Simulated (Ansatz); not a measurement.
# SiNH2+ (SMILES [NH+]#[SiH]): functionals against CCSD(T) at one geometry

The task here is to estimate one member of a computed series from the others.

Method: single points in def2-TZVPP; program: Ansatz 0.2.0, Gaussian basis.

Cores are frozen in the correlated methods. B3LYP uses VWN-RPA correlation.

## Where the work starts

SMILES `[NH+]#[SiH]`, 4 atoms, charge 1, spin multiplicity 1.

Atoms are counted from 1 here; the program's logs count them from 0.

Bond lengths: N1–Si2 1.587 Å, N1–H3 0.971 Å, Si2–H4 1.508 Å. Angles: Si2–N1–H3 175.2°, N1–Si2–H4 179.1°.

Coordinates:

```xyz
4

N     0.35630   -0.62300    0.58400
Si   -0.23700    0.43320   -0.44090
H     0.64890   -1.26430    1.25120
H    -0.78200    1.44930   -1.41250
```

Set-up of the first run:

Contents of run/in.yaml:

```yaml
crystal:
  periodic: [false, false, false]
  atoms:
    - {symbol: N, position_ang: [0.356300, -0.623000, 0.584000]}
    - {symbol: Si, position_ang: [-0.237000, 0.433200, -0.440900]}
    - {symbol: H, position_ang: [0.648900, -1.264300, 1.251200]}
    - {symbol: H, position_ang: [-0.782000, 1.449300, -1.412500]}
basis:
  gaussian: {orbitals: def2-TZVPP}
total_charge: 1
correlation: {method: ccsd_t}
output: {forces: true}
```

The command line of these runs was not kept.

Among the steps run: CCSD(T)/def2-TZVPP; PBE0-D4/def2-TZVPP; wB97M-V/def2-TZVPP; r2SCAN-D4/def2-TZVPP; PBE-D4/def2-TZVPP; B3LYP-D4/def2-TZVPP; wB97X-V/def2-TZVPP.

One of the session's tables, all rows but one given; the rest of the session is left out.

```
   method  RMS force component (eV/Å)  angle to CCSD(T) forces (°)
  CCSD(T)                       2.089                    reference
  PBE0-D4                       2.524                          4.6
  wB97M-V                           ?                            ?
r2SCAN-D4                       2.370                          3.1
   PBE-D4                       2.202                          3.0
 B3LYP-D4                       2.419                          3.3
  wB97X-V                       2.647                          5.0
```

**Question.** Estimate the row for wB97M-V.

As computed: RMS force component (eV/Å): 2.558; angle to CCSD(T) forces (°): 4.3. In the column «RMS force component (eV/Å)» it lies between PBE0-D4 (2.524) and wB97X-V (2.647).
